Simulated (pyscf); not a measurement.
Structures and frequencies: ωB97X-D3(BJ)/def2-SVP in PySCF.

### Question
Estimate the classical barrier height and the reaction energy of silyl (SiH₃•) + •O–GeH₃ → H₃Si–GeH₃ + O atom (O) [triplet] at ωB97M-D3(BJ)/def2-TZVP. The step runs on the triplet surface, breaks Ge–O and forms Ge–Si; take the separated reactants as zero.

### Answer
ΔE‡ = 77.6 kJ/mol, ΔE = +53.4 kJ/mol. Zero-point energy shifts the barrier by +3.1 kJ/mol. It is a substitution at Ge, with an imaginary mode of 531i cm⁻¹. SiH₃• + •O–GeH₃ also meet on a surface of lower spin, which isn't treated here. •O–GeH₃ lies 138.3 kJ/mol over its isomer HO–GeH₂• (electronic energy, ωB97M-D3(BJ)/def2-TZVP). This is the saddle that the search found; another between the same sides may lie lower. The angle at the attacked Ge is 155°. Left out: the spin-orbit lowering of O. Elements up to Kr have no core potential and no relativistic terms here.
